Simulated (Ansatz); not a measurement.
# How far each method lies from full CI for [Cl···H···H], doublet

Geometry: a point of a hydrogen-transfer path between rigid fragments, not a stationary point.

```tsv
atom	x (Å)	y (Å)	z (Å)
Cl	0.0000	0.0000	-1.1677
H	0.0000	0.0000	0.0213
H	0.0000	0.0000	1.1463
```

Basis 6-31G; Ansatz 0.2.0. Correlated methods freeze the noble-gas cores, which leaves 9 electrons in 12 orbitals. Prefix R: restricted or restricted open-shell reference; prefix U: unrestricted. Active spaces: pair = (3e, 3o) about the gap; valence = (9e, 6o) chosen from the atoms' valence shells.

Full CI is exact within this basis and frozen core; it isn't the basis-set limit. The frozen core follows each run's orbitals, which can shift R against U totals by a few meV.

For open shells CISD and CISDTQ are restricted-active-space CI with the open shells as a complete middle space.

```
UHF ⟨S²⟩                          : 0.757
T1 diagnostic (RCCSD)             : 0.0153
largest doubles amplitude (RCCSD) : 0.048
T1 diagnostic (UCCSD)             : 0.0081
```

| level | E − E(RHF) (eV) |
| --- | --- |
| UHF | -0.0615 |
| RMP2 | -1.3444 |
| UMP2 | -1.3516 |
| RCCSD | -1.6195 |
| UCCSD | -1.6196 |
| RCCSD(T) | -1.6330 |
| UCCSD(T) | -1.6331 |

(1) Estimate how far full CI in 6-31G lies from RCCSD(T). The table doesn't fix it; the size of (T) and the diagnostics are the guide.

(1) Full CI in 6-31G lies 0.08 kcal/mol below RCCSD(T), which is 26 % of the (T) step (-0.31 kcal/mol). The diagnostics give no warning, yet the rest is a sizeable part of (T).

The other levels:

| level | E − E(full CI) (kcal/mol) | share of correlation (%) | wall time |
| --- | --- | --- | --- |
| CISD | 1.18 | 96.87 | 0.21 s |
| BCCD(T) | 0.08 | 99.79 | 0.39 s |
| RCCSDT | 0.01 | 99.98 | – |
| UCCSDT | 0.01 | 99.98 | – |
| CISDTQ | 0.03 | 99.93 | 1.3 s |
| RCCSDT(Q) | 0.00 | 100.00 | 2.7 s |
| UCCSDT(Q) | 0.00 | 100.00 | 2.5 s |
| RCCSDTQ | 0.00 | 100.00 | 16 s |
| UCCSDTQ | 0.00 | 100.00 | 15 s |
| CASSCF (pair space) | 26.95 | 28.59 | – |
| NEVPT2 (pair space) | 3.99 | 89.43 | 0.15 s |
| MRCISD (pair space) | 0.91 | 97.58 | – |
| MRCISD+Q (pair space) | 0.38 | 98.98 | 0.27 s |
| CASSCF (valence space) | 26.07 | 30.93 | – |
| NEVPT2 (valence space) | 6.53 | 82.71 | 0.18 s |
| MRCISD (valence space) | 0.83 | 97.81 | – |
| MRCISD+Q (valence space) | 0.33 | 99.13 | 0.51 s |

The correlation energy at full CI, counted from RHF, is -1.637 eV. That run took 1.4 s on 1 thread of Arm Neoverse V1, shared host over 97,616 determinants.

Times hold each run's SCF and search for its determinant on a shared host, so for small cases they say little of a method's own cost; they ran on 1 thread of Arm Neoverse V1.

The full-CI state has the irrep A1 of C2v, in the program's axes (one component, if the state is degenerate).

Natural occupations of full CI about the gap: 1.992 1.988 1.988 1.973 1.001 0.021 0.011 0.011 0.008 0.004; effectively unpaired electrons, Σ n²(2−n)², 1.01.
